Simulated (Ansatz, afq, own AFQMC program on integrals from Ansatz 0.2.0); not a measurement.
## Where AFQMC and coupled cluster stand for GaLi, singlet

```xyz
2

Ga    0.0000    0.0000    0.0000
Li    0.0000    0.0000    2.8088
```

Basis aug-cc-pVDZ. Noble-gas cores (and the filled d shells of Ga–Kr and In–Xe) are frozen. Integrals, coupled cluster, full CI and functionals: Ansatz 0.2.0; the random walks run on the same integrals in our own AFQMC program. ph-AFQMC/CISD is guided by a CISD state made of CCSD amplitudes; releasing the constraint for a short imaginary time cuts its bias at the price of noise, slowly where states lie close. Free projection: walkers drawn from exp(T), propagated without any constraint. Its projection time is finite, and what remains of the start isn't in its error. ± is one standard error of the sampling. No spin–orbit coupling.

Determinant: RHF, the one that the program's search chose, which needn't be the lowest solution. The geometry is a PBE0/def2-TZVPD stationary point of this or a neighbouring charge and spin state.

Full CI on the same integrals is exact in this basis and with this determinant's frozen core.

Cautions: no relativity below Rb; no spin-orbit coupling; inner d shell frozen; restricted determinant unstable towards unrestricted (UHF 296 meV lower, ⟨S²⟩ 0.84); raised T1 diagnostic (T1 0.023, weight of the determinant 0.87, largest double 0.06); the ph-AFQMC/CISD walk drifts between its halves (2.7 errors).

* T1 diagnostic: 0.0225
* weight of the determinant in the CISD state: 0.867
* size of the correlated space: 4 electrons in 44 orbitals

Reference: full CI, correlation energy -2.088 eV. The released energy is read at 2.40 1/Eh (meV from the phaseless value at times in 1/Eh: -1 ± 7 at 0.24, -4 ± 6 at 0.51, -12 ± 8 at 0.99, -16 ± 9 at 1.62, -18 ± 8 at 2.40).

```json
{"level": "HF", "E − E(reference) (kcal/mol)": "48.16", "share of correlation (%)": "0.00"}
{"level": "MP2", "E − E(reference) (kcal/mol)": "15.74", "share of correlation (%)": "67.31"}
{"level": "CCSD", "E − E(reference) (kcal/mol)": "1.85", "share of correlation (%)": "96.16"}
{"level": "CCSD(T)", "E − E(reference) (kcal/mol)": "0.55", "share of correlation (%)": "98.86"}
{"level": "CCSDT", "E − E(reference) (kcal/mol)": "0.18", "share of correlation (%)": "99.63"}
{"level": "CCSDT(Q)", "E − E(reference) (kcal/mol)": "0.05", "share of correlation (%)": "99.89"}
{"level": "ph-AFQMC/HF", "E − E(reference) (kcal/mol)": "-0.72 ± 0.90", "share of correlation (%)": "101.49"}
{"level": "ph-AFQMC/CISD", "E − E(reference) (kcal/mol)": "0.34 ± 0.15", "share of correlation (%)": "99.30"}
{"level": "released AFQMC", "E − E(reference) (kcal/mol)": "-0.09 ± 0.17", "share of correlation (%)": "100.18"}
{"level": "free AFQMC", "E − E(reference) (kcal/mol)": "0.16 ± 0.14", "share of correlation (%)": "99.67"}
```

CCSDT and higher add their correlation energy to the determinant of the CCSD(T) run, since their own runs factorise the integrals more tightly (a shift of under 2 meV). Free projections are given only where their last times agree within the noise and don't stop above the reference; a slow remainder of the start can still hide under it. A walk keeps the symmetry of its determinant, which the program's search chose and which needn't be the lowest solution, so a lower state of the same spin and another symmetry isn't excluded. Released energies are given only where the last usable release times agree within the noise; a slower fall can still hide under it.
